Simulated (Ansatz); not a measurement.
**C₂H₅NS: up Jacob's ladder to CCSD(T)**

How much do the methods differ for C₂H₅NS? The plan is to run it at one geometry with functionals of several rungs and with coupled cluster. The yardstick is the atomisation energy at the CCSD(T) limit.

Computed with Ansatz 0.2.0, Gaussian basis. Level: functionals in def2-TZVPP, the program's frozen cores in correlated methods.

Plan: LDA (SPW92), PBE-D4, revPBE-D4, BLYP-D4, r2SCAN-D4, B97M-V, PBE0-D4, B3LYP-D4, r2SCANh-D4, r2SCAN0-D4, HSE06-D4, BHLYP-D4, CAM-B3LYP-D4, LC-ωPBE, ωB97X-V, ωB97M-V, B2PLYP, PBE-QIDH; CCSD(T)/def2-SVP; CCSD(T)/def2-TZVPP; MP2/def2-QZVPP; extrapolation to the limit; RPA on PBE.

## 1. Structure used throughout

All runs share one geometry, relaxed beforehand with PBE0-D4 in a triple-zeta def2 set.

SMILES `CC(N)=S`, 9 atoms, charge 0, spin multiplicity 1.

Atoms are counted from 1 here; the program's logs count them from 0.

Bond lengths: C1–C2 1.500 Å, C1–H5 1.086 Å, C1–H6 1.095 Å, C1–H7 1.094 Å, C2–N3 1.340 Å, C2–S4 1.643 Å, N3–H8 1.006 Å, N3–H9 1.005 Å. Angles: C2–C1–H5 110.2°, C2–C1–H6 109.6°, C2–C1–H7 111.0°, H5–C1–H6 108.7°, H5–C1–H7 109.5°, H6–C1–H7 107.8°, C1–C2–N3 114.4°, C1–C2–S4 123.2°, N3–C2–S4 122.4°, C2–N3–H8 119.0°, C2–N3–H9 121.8°, H8–N3–H9 119.2°.

## 2. LDA

This LDA is Slater exchange with PW92 correlation.

in.yaml

```yaml
crystal:
  periodic: [false, false, false]
  atoms:
    - {symbol: C, position_ang: [-0.619852, 0.853058, -0.282178]}
    - {symbol: C, position_ang: [0.113377, -0.453010, -0.358867]}
    - {symbol: N, position_ang: [0.811829, -0.761013, 0.742239]}
    - {symbol: S, position_ang: [0.055107, -1.441254, -1.670138]}
    - {symbol: H, position_ang: [-1.026331, 1.112328, -1.254997]}
    - {symbol: H, position_ang: [-1.444521, 0.770238, 0.432921]}
    - {symbol: H, position_ang: [0.041585, 1.654076, 0.062209]}
    - {symbol: H, position_ang: [1.315002, -1.631289, 0.772153]}
    - {symbol: H, position_ang: [0.842302, -0.149333, 1.539459]}
basis:
  gaussian: {orbitals: def2-TZVPP}
hamiltonian: {xc: lda}
output: {orbitals: {seedname: orbitals}}
```

Command:

```console
$ ansatz run in.yaml --threads 2 --pin off --events-out ev --progress --plain --max-ram 4352MiB
```

After this run come: PBE-D4 (GGA); revPBE-D4 (GGA); BLYP-D4 (GGA); r2SCAN-D4 (meta-GGA); B97M-V (meta-GGA); B3LYP-D4 (hybrid); r2SCANh-D4 (hybrid); r2SCAN0-D4 (hybrid); HSE06-D4 (hybrid); BHLYP-D4 (hybrid); CAM-B3LYP-D4 (range-separated); LC-ωPBE (range-separated); ωB97X-V (range-separated); ωB97M-V (range-separated); B2PLYP (double hybrid); PBE-QIDH (double hybrid); CCSD(T) in def2-SVP; CCSD(T) in def2-TZVPP; MP2 in def2-QZVPP; RPA on PBE orbitals.

Before running them: what should the planned runs give, taken together? Wanted: atomisation energy, CCSD(T)/CBS; farthest beyond LDA; mean size of error, GGA; mean size of error, meta-GGA; mean size of error, hybrid; mean size of error, range-separated; mean size of error, double hybrid; gap, smallest and largest; T1 diagnostic.

The runs gave:

```
                               quantity                                      value
        atomisation energy, CCSD(T)/CBS                              3402.8 kJ/mol
 functionals within 17.0 kJ/mol (0.5 %)              r2SCANh-D4, LC-ωPBE, PBE-QIDH
                    farthest beyond LDA                     PBE-D4 (+121.9 kJ/mol)
                mean size of error, GGA                                62.4 kJ/mol
           mean size of error, meta-GGA                                24.2 kJ/mol
             mean size of error, hybrid                                42.1 kJ/mol
    mean size of error, range-separated                                20.1 kJ/mol
      mean size of error, double hybrid                                17.3 kJ/mol
              gap, smallest and largest  3.04 eV (LDA (SPW92)), 10.13 eV (LC-ωPBE)
                          T1 diagnostic                                     0.0163
triples share of the correlation energy                                      4.5 %
```

**Reading.** LDA overbinds by 561.0 kJ/mol (16 %). PBE-D4 misses by +121.9 kJ/mol. Double hybrids carry the basis error of their MP2 part in triple zeta, and no dispersion term here, so their miss is partly the set-up's. By mean error the best rung here is double hybrid (17.3 kJ/mol) and the worst beyond LDA is GGA (62.4 kJ/mol). The gap between the best rungs is small, so their order is not settled. The reference freezes the cores and leaves out relativity and excitations past (T), so misses under about 17.0 kJ/mol can't be ranked. Hartree-Fock recovers 70 % of the binding; the rest is correlation. CCSD(T) in def2-SVP is off by -197.6 kJ/mol, which most functionals beat. Orbital gaps span 3.0 to 10.1 eV; exact exchange widens them.
